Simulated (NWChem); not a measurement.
Program: NWChem. System: C2F4, charge 0, spin multiplicity 3, at the geometry of a parent with another charge or spin, in a state set for the comparison that need not be this species' ground state. Its SCF solution wasn't tested for a lower state. Level: UPBE/def2-SVP.

Input file:

```
start mol
memory heap 200 mb stack 900 mb global 1100 mb
geometry units angstroms nocenter noautoz
  F      1.095496     0.000000     1.380695
  C      0.000000     0.000000     0.664677
  F     -1.095496     0.000000     1.380695
  C      0.000000     0.000000    -0.664677
  F     -1.095496     0.000000    -1.380695
  F      1.095496     0.000000    -1.380695
  symmetry group D2h
end
basis spherical
  * library def2-svp
end
dft
  xc xpbe96 cpbe96
  odft
  mult 3
  semidirect memsize 60000000 filesize 0
  iterations 100
end
task dft energy
```

NWChem printed:

```
             Northwest Computational Chemistry Package (NWChem) 7.3.0
             --------------------------------------------------------

                                NWChem Input Module
                                -------------------

 Scaling coordinates for geometry "geometry" by  1.889725989
 (inverse scale =  0.529177249)

 Turning off AUTOSYM since
 SYMMETRY directive was detected!

                             Geometry "geometry" -> ""
                             -------------------------

 Output coordinates in angstroms (scale by  1.889725989 to convert to a.u.)

  No.       Tag          Charge          X              Y              Z
 ---- ---------------- ---------- -------------- -------------- --------------
    1 F                    9.0000     1.09549600     0.00000000     1.38069500
    2 C                    6.0000     0.00000000     0.00000000     0.66467700
    3 F                    9.0000    -1.09549600     0.00000000     1.38069500
    4 C                    6.0000     0.00000000     0.00000000    -0.66467700
    5 F                    9.0000    -1.09549600     0.00000000    -1.38069500
    6 F                    9.0000     1.09549600     0.00000000    -1.38069500

 Effective nuclear repulsion energy (a.u.)     245.4220696291

            Nuclear Dipole moment (a.u.)
            ----------------------------
        X                 Y               Z
 ---------------- ---------------- ----------------
     0.0000000000     0.0000000000     0.0000000000

      Symmetry information
      --------------------

 Group name             D2h
 Group number             26
 Group order               8
 No. of unique centers     2

      Symmetry unique atoms

     1    2


 Summary of "ao basis" -> "" (spherical)
 ------------------------------------------------------------------------------
       Tag                 Description            Shells   Functions and Types
 ---------------- ------------------------------  ------  ---------------------
 *                          def2-svp                  on all atoms

  pbe96 is a nonlocal functional; adding pw91lda local functional.

                                 NWChem DFT Module
                                 -----------------

 Summary of "ao basis" -> "ao basis" (spherical)
 ------------------------------------------------------------------------------
       Tag                 Description            Shells   Functions and Types
 ---------------- ------------------------------  ------  ---------------------
 F                          def2-svp                 6       14   3s2p1d
 C                          def2-svp                 6       14   3s2p1d

 Summary of "ao basis" -> "ao basis" (spherical)
 ------------------------------------------------------------------------------
       Tag                 Description            Shells   Functions and Types
 ---------------- ------------------------------  ------  ---------------------
 F                          def2-svp                 6       14   3s2p1d
 C                          def2-svp                 6       14   3s2p1d

      Symmetry analysis of basis
      --------------------------

        ag         17
        au          5
        b1g         5
        b1u        17
        b2g        13
        b2u         7
        b3g         7
        b3u        13

            General Information
            -------------------
          SCF calculation type: DFT
          Wavefunction type:  spin polarized.
[...]
  ----- ------------  ---------------      ----- ------------  ---------------
     5      0.342769  1 F  py                33     -0.342769  3 F  py
    61      0.342769  5 F  py                75     -0.342769  6 F  py
     8     -0.232619  1 F  py                36      0.232619  3 F  py
    64     -0.232619  5 F  py                78      0.232619  6 F  py

 Vector   23  Occ=1.000000D+00  E=-3.665906D-01  Symmetry=b2g
              MO Center= -3.0D-15, -1.3D-17,  1.3D-14, r^2= 3.5D+00
   Bfn.  Coefficient  Atom+Function         Bfn.  Coefficient  Atom+Function
  ----- ------------  ---------------      ----- ------------  ---------------
     6     -0.254306  1 F  pz                34      0.254306  3 F  pz
    62      0.254306  5 F  pz                76     -0.254306  6 F  pz
     4      0.249014  1 F  px                32      0.249014  3 F  px
    60     -0.249014  5 F  px                74     -0.249014  6 F  px
     9      0.166086  1 F  pz                37     -0.166086  3 F  pz

 Vector   24  Occ=0.000000D+00  E=-1.681842D-01  Symmetry=b2u
              MO Center= -2.6D-17,  1.8D-15,  1.1D-15, r^2= 2.0D+00
   Bfn.  Coefficient  Atom+Function         Bfn.  Coefficient  Atom+Function
  ----- ------------  ---------------      ----- ------------  ---------------
    19      0.402059  2 C  py                47      0.402059  4 C  py
    22      0.246696  2 C  py                50      0.246696  4 C  py
     5      0.227064  1 F  py                33      0.227064  3 F  py
    61      0.227064  5 F  py                75      0.227064  6 F  py
     8     -0.182121  1 F  py                36     -0.182121  3 F  py

 Vector   25  Occ=0.000000D+00  E= 4.327162D-02  Symmetry=b3u
              MO Center=  5.0D-16,  1.5D-16,  1.3D-16, r^2= 2.0D+00
   Bfn.  Coefficient  Atom+Function         Bfn.  Coefficient  Atom+Function
  ----- ------------  ---------------      ----- ------------  ---------------
    21      0.483813  2 C  px                49      0.483813  4 C  px
    18      0.407511  2 C  px                46      0.407511  4 C  px
     3     -0.293655  1 F  s                 31      0.293655  3 F  s
    59      0.293655  5 F  s                 73     -0.293655  6 F  s
     6     -0.221170  1 F  pz                34      0.221170  3 F  pz

 Vector   26  Occ=0.000000D+00  E= 6.036738D-02  Symmetry=b3g
              MO Center=  2.7D-16, -7.1D-16, -2.1D-15, r^2= 1.9D+00
   Bfn.  Coefficient  Atom+Function         Bfn.  Coefficient  Atom+Function
  ----- ------------  ---------------      ----- ------------  ---------------
    22      0.589904  2 C  py                50     -0.589904  4 C  py
    19      0.522540  2 C  py                47     -0.522540  4 C  py
     5      0.190622  1 F  py                33      0.190622  3 F  py
    61     -0.190622  5 F  py                75     -0.190622  6 F  py
     8     -0.171725  1 F  py                36     -0.171725  3 F  py

   alpha - beta orbital overlaps
   -----------------------------

   alpha      1      2      3      4      5      6      7      8      9     10
    beta      1      2      3      4      5      6      7      8      9     10
 overlap   1.000  1.000  1.000  1.000  1.000  1.000  1.000  1.000  1.000  1.000

   alpha     11     12     13     14     15     16     17     18     19     20
    beta     11     12     13     14     16     15     17     18     20     22
 overlap   0.999  0.999  1.000  1.000  0.992  1.000  0.998  1.000  1.000  1.000

   alpha     21     22     23     24     25     26     27     28     29     30
    beta     19     21     23     24     26     25     28     27     29     31
 overlap   1.000  0.999  1.000  0.991  0.996  1.000  0.996  0.999  0.999  0.995

   alpha     31     32     33     34     35     36     37     38     39     40
    beta     30     32     34     33     35     37     36     38     39     40
 overlap   0.999  0.999  0.999  1.000  1.000  0.997  0.999  0.998  1.000  1.000

   alpha     41     42     43     44     45     46     47     48     49     50
    beta     41     42     43     44     45     46     47     48     49     51
 overlap   0.999  1.000  1.000  0.996  1.000  0.999  1.000  1.000  1.000  0.996

   alpha     51     52     53     54     55     56     57     58     59     60
    beta     50     52     53     54     55     57     56     59     58     60
 overlap   1.000  0.999  0.992  1.000  0.995  1.000  1.000  0.989  1.000  1.000

   alpha     61     62     63     64     65     66     67     68     69     70
    beta     61     62     64     63     65     66     67     68     69     70
 overlap   0.995  1.000  0.995  1.000  1.000  1.000  1.000  1.000  0.998  1.000

   alpha     71     72     73     74     75     76     77     78     79     80
    beta     71     72     73     74     75     76     77     78     79     80
 overlap   1.000  1.000  0.998  1.000  1.000  1.000  1.000  1.000  1.000  1.000

   alpha     81     82     83     84
    beta     81     82     83     84
 overlap   1.000  1.000  1.000  1.000

     --------------------------
     Expectation value of S2:
     --------------------------
      <S2> =      2.0039 (Exact =     2.0000)

 center of mass
 --------------
 x =   0.00000000 y =   0.00000000 z =   0.00000000

 moments of inertia (a.u.)
 ------------------
         555.197338933472           0.000000000000           0.000000000000
           0.000000000000         880.881233261891           0.000000000000
           0.000000000000           0.000000000000         325.683894328419

     Multipole analysis of the density
     ---------------------------------

     L   x y z        total         alpha         beta         nuclear
     -   - - -        -----         -----         ----         -------
     0   0 0 0     -0.000000    -25.000000    -23.000000     48.000000

     1   1 0 0      0.000000     -0.000000      0.000000      0.000000
     1   0 1 0     -0.000000     -0.000000     -0.000000      0.000000
     1   0 0 1     -0.000000     -0.000000     -0.000000      0.000000

     2   2 0 0    -23.104239    -90.137934    -87.250615    154.284311
     2   1 1 0     -0.000000     -0.000000     -0.000000      0.000000
     2   1 0 1      0.000000      0.000000     -0.000000      0.000000
     2   0 2 0    -21.445686    -12.205656     -9.240029      0.000000
     2   0 1 1      0.000000      0.000000      0.000000      0.000000
     2   0 0 2    -23.611783   -147.045286   -140.571777    264.005281

 Task  times  cpu:        1.3s     wall:        1.3s

 Total times  cpu:        1.3s     wall:        1.3s
```
